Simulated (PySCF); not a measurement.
## Identify the compound

Molecular formula: C2H4F3N. Simulated spectra:

1H NMR (400 MHz, computed): δ 3.52 (q, J = 7.7 Hz, 2H), 0.67 (br s, 2H).

13C{1H} NMR (computed): δ 134.6 (C, q, J = 345.4 Hz), 50.7 (CH2, q, J = 32.1 Hz).

PySCF 2.14.0 with density-fitted response routines calculation with spin–spin couplings from B3LYP/pcJ-1 (spin–dipole term only in couplings to heteroatoms), shieldings: GIAO PBE0/pcSseg-1 and GFN2-xTB geometry; non-relativistic Hamiltonian, no solvent model, equivalent nuclei averaged, single conformer.

Scale: TMS for 1H, 13C (reference shieldings calculated alike).

What is the structure?

Answers


1. Rings plus π bonds: 0.
2. 2 carbon signals for 2 carbons: no two carbons are equivalent.
3. Carbon types of the structure: 1 × C, 1 × CH2, leaving 2 H on heteroatoms.
4. δC 134.6: CF3 carbon; 3 electronegative neighbours deshield it.
5. δC 50.7: sp3 CH2 bonded to N; deshielded by the electronegative neighbour.
6. δH 3.52: hydrogen on an sp3 CH2 bonded to N; its carbon carries N, which withdraws density.
7. δH 0.67: hydrogen on an amine nitrogen; exchangeable, gas-phase position.

Structure: SMILES NCC(F)(F)F.

This is the structure that produced the data.

OH and NH positions are those of a molecule without intermolecular hydrogen bonds; in solution they move with solvent, concentration and temperature, and exchange usually removes their couplings. Common functionals overestimate the size of one-bond C–F couplings by tens of Hz; these are unscaled. Splittings below 1 Hz are ignored in the labels, and close J values are merged. Shifts are as computed. Against solution values, carbons near 30 ppm lie about +3 ppm off and those near 130 ppm about +5 ppm. Of 1211 compounds with measured shifts, 218 miss one by over three times the rms of a fit or turn the order of signals round; such compounds aren't used in these exercises. Couplings to exchangeable protons are dropped.
